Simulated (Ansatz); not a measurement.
Calculated with Ansatz (gas phase, PBE0-D4/def2-TZVP geometries, no zero-point term in ΔE). CBS: MP2 limit from def2 TZ/QZ plus the TZ coupled-cluster correction, frozen cores. DFT in def2-TZVPP. Each species was taken in one conformer, which may not be the lowest.

`CC(=N)C(C)=O` → `C#CCNCO`  (isomerisation)

`CC(=N)C(C)=O`:

Cartesian coordinates in Å:
```
C 0.348 0.508 1.784
C -0.004 0.497 0.333
N -0.345 1.488 -0.379
C 0.057 -0.854 -0.352
C -0.285 -0.912 -1.808
O 0.376 -1.826 0.291
H 0.277 1.516 2.194
H 1.360 0.123 1.931
H -0.313 -0.161 2.339
H -0.356 2.348 0.170
H -0.206 -1.940 -2.155
H -1.293 -0.526 -1.973
H 0.383 -0.261 -2.376
```

`C#CCNCO`:

```xyz
13

C     1.715    1.621   -1.309
C     0.980    1.359   -0.397
C     0.053    1.006    0.681
N    -0.909   -0.029    0.353
C    -0.320   -1.310    0.035
O    -1.312   -2.292   -0.027
H     2.372    1.857   -2.113
H     0.629    0.679    1.554
H    -0.492    1.902    0.990
H    -1.495    0.272   -0.417
H     0.188   -1.338   -0.937
H     0.429   -1.523    0.813
H    -1.838   -2.205    0.775
```

| level | ΔE (kJ/mol) |
| --- | --- |
| PBE-D4 | 200.4 |
| SCS-MP2/def2-TZVPP | 179.9 |
| HF/CBS(def2) | 187.9 |
| MP2/CBS(def2) | 171.1 |

(1) What does CCSD(T)/CBS give? (An estimate is asked.)

Largest T1 diagnostic among the species: 0.013.

Answers

(1) Computed: +180.1 kJ/mol. The listed levels differ from it by 20.3, -0.2, 7.8, -9.0 kJ/mol.

From PBE to PBE0 (25 % exact exchange), in def2-TZVPP and without D4, ΔE moves by −4.7 kJ/mol. The D4 term adds +3.1 kJ/mol with B3LYP and +1.5 kJ/mol with PBE0; it sums over pairs of atoms, weighted by their polarisabilities, and B3LYP, whose exchange is more repulsive, gets the larger term.

B3LYP here is the variant with VWN-RPA as its local correlation; programs differ in this.
